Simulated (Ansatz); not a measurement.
A nudged elastic band was laid between two geometries of FH$_{3}$Si (5 atoms, charge 0, multiplicity 1).

The calculation used RKS r2SCAN-D4/def2-SVP (Ansatz 0.2.0).

- movable images: 1
- climbing image: yes
- spring: 5.0 eV/Å²
- optimiser: quadratic models (default)
- start path: through a guess of the saddle point
- force threshold: 0.03 eV/Å
- iteration limit: 60
- end points: relaxed

Initial state:

```xyz
5
Properties=species:S:1:pos:R:3
Si 0.248 -0.012 0.176
H 0.237 0.007 1.664
H 1.647 0.007 -0.331
F -0.517 1.316 -0.366
H -0.469 -1.213 -0.332
```

Final state:

```xyz
5
Properties=species:S:1:pos:R:3
Si 0.166 -0.021 -0.775
H 0.851 -0.248 1.166
H 1.424 0.080 0.719
F -0.680 1.333 -0.384
H -0.614 -1.038 0.085
```

Question: Which bonds break or form, and what moves?

Answer: Bonds broken: Si1–H2, Si1–H3. Bonds formed: H2–H3. FH3Si becomes FHSi + H2.

Question: What energy profile does the band end with?

Answer: The run converged. The highest image is number 1 of 0 to 2, 2.78 eV above the first end and 0.48 eV above the last; the last end lies 2.30 eV above the first. Neighbouring images differ by up to 2.8 eV, so the band resolves the path poorly. Another band between the same ends (7 images) ends at a top of the same energy, where a vibrational analysis finds 1 clearly imaginary mode. So few images can step over the top or miss a turn of the path. The orbitals stay closed-shell, which can raise the energy where a bond breaks towards radicals; this wasn't checked here.

```csv
image,path coordinate (Å),energy (eV),Si1–H2 (Å),Si1–H3 (Å),H2–H3 (Å)
0,0.00,0.00,1.49,1.49,2.44
1,1.24,2.78,1.69,1.52,1.25
2,1.80,2.30,2.07,1.96,0.80
```

Question: What is the geometry of the highest image?

Answer: 
```xyz
5
Properties=species:S:1:pos:R:3
Si 0.261 0.018 -0.452
H 0.574 -0.243 1.185
H 1.496 0.118 0.424
F -0.650 1.371 -0.356
H -0.535 -1.158 0.010
```

The run took 18 s on 1 thread of Arm Neoverse V1, with other jobs on the host, peak memory 0.1 GiB.
